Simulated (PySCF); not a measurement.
Molecule: cis Allyl Isocyanide, C4H5N.

Molfile (atoms numbered from 1):
```
C4H5N
     RDKit          3D

 10  9  0  0  0  0  0  0  0  0999 V2000
    2.2993   -1.8251    0.4588 C   0  0  0  0  0  0  0  0  0  0  0  0
    1.2722   -1.3899    0.0969 N   0  0  0  0  0  0  0  0  0  0  0  0
    0.0266   -0.8465   -0.3017 C   0  0  0  0  0  0  0  0  0  0  0  0
   -0.3285    0.3900    0.4729 C   0  0  0  0  0  0  0  0  0  0  0  0
   -0.6611    1.5483   -0.0922 C   0  0  0  0  0  0  0  0  0  0  0  0
    0.0597   -0.6303   -1.3813 H   0  0  0  0  0  0  0  0  0  0  0  0
   -0.7436   -1.6231   -0.1497 H   0  0  0  0  0  0  0  0  0  0  0  0
   -0.3150    0.2864    1.5637 H   0  0  0  0  0  0  0  0  0  0  0  0
   -0.6704    1.6752   -1.1796 H   0  0  0  0  0  0  0  0  0  0  0  0
   -0.9394    2.4152    0.5121 H   0  0  0  0  0  0  0  0  0  0  0  0
  1  2  3  0
  2  3  1  0
  3  4  1  0
  4  5  2  0
  3  6  1  0
  3  7  1  0
  4  8  1  0
  5  9  1  0
  5 10  1  0
M  CHG  2   1  -1   2   1
M  END
```

Spin–spin couplings on one PBE0-D3(BJ)/def2-SVP geometry, PySCF 2.14.0 with density-fitted response routines, gas phase, non-relativistic, equivalent pairs averaged (spin–dipole term only in couplings to heteroatoms); isotopes $^{13}$C, $^{1}$H, $^{15}$N; basis pcJ-1.

**Question.** How do the couplings (Hz) change with the functional? Times are CPU seconds on shared hosts with different chips, so compare them loosely.

**Answer.** 
```tsv
functional	functions	$^{1}J$(C5,H10)	$^{1}J$(C4,H8)	$^{1}J$(C5,H9)	$^{1}J$(C3,H6)	$^{1}J$(C4,C5)	$^{1}J$(C3,C4)	$^{1}J$(N2,C3)	core-s
LDA	185	133.2	131.9	127.2	110.2	56.9	29.7	-6.7	9
PBE	185	157.1	155.6	150.8	133.8	69.7	40.2	-9.6	12
KT2	185	168.4	165.9	160.7	142.0	58.0	31.1	-3.9	13
B3LYP	185	171.5	169.6	165.3	146.8	77.9	47.8	-14.4	15
PBE0	185	162.5	161.2	156.2	139.4	75.6	46.3	-14.0	11
B97-2	185	156.3	154.1	150.5	132.3	74.8	45.5	-14.3	11
BHandHLYP	185	185.0	183.1	178.5	159.5	91.0	58.7	-20.7	12
CAM-B3LYP	185	168.8	167.1	162.5	144.5	76.6	47.8	-15.7	16
``` Left out for a near triplet instability: HF/pcJ-1.
